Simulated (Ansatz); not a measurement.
# H3OSi: the cost of one run

All numbers below are computed with Ansatz 0.2.0 (UKS PBE-D4/def2-SVP).

## Step 1: The starting structure

Bond lengths: O1–Si2 1.530 Å, Si2–H3 1.490 Å, Si2–H4 1.494 Å, Si2–H5 1.496 Å. Angles: O1–Si2–H3 115.3°, O1–Si2–H4 114.5°, O1–Si2–H5 114.3°, H3–Si2–H4 104.6°, H3–Si2–H5 104.2°, H4–Si2–H5 102.6°.

Structure file:

```xyz
5

O    -1.4166    0.2678    0.6902
Si   -0.0659    0.0078    0.0199
H    -0.1206   -0.2424   -1.4475
H     0.6859   -1.1593    0.5729
H     0.9172    1.1260    0.1645
```

## Step 2: End point A

The input, input.yaml:

```yaml
crystal:
  periodic: [false, false, false]
  atoms:
    - { symbol: O, position_ang: [-1.41661, 0.26785, 0.69021] }
    - { symbol: Si, position_ang: [-0.06585, 0.00784, 0.01987] }
    - { symbol: H, position_ang: [-0.12065, -0.2424, -1.44749] }
    - { symbol: H, position_ang: [0.68589, -1.15926, 0.57293] }
    - { symbol: H, position_ang: [0.91721, 1.12596, 0.16448] }
magnetization:
  spin_polarized: true
  initial_magnetization: 1
basis:
  gaussian: { orbitals: def2-SVP }
hamiltonian:
  xc: pbe
  dispersion: d4
relax:
  f_tol: 0.02
  max_steps: 50
```

Started as:

```bash
$ ansatz run input.yaml --threads 1 --pin off --max-ram 2048MiB --backend cpu --events-out ev --progress --plain --runs-dir out
```

**Question.** How long does this run take on 1 thread of Arm Neoverse V2, shared host, and how much memory does it need?

About 13 s, with a peak of 0.12 GiB.
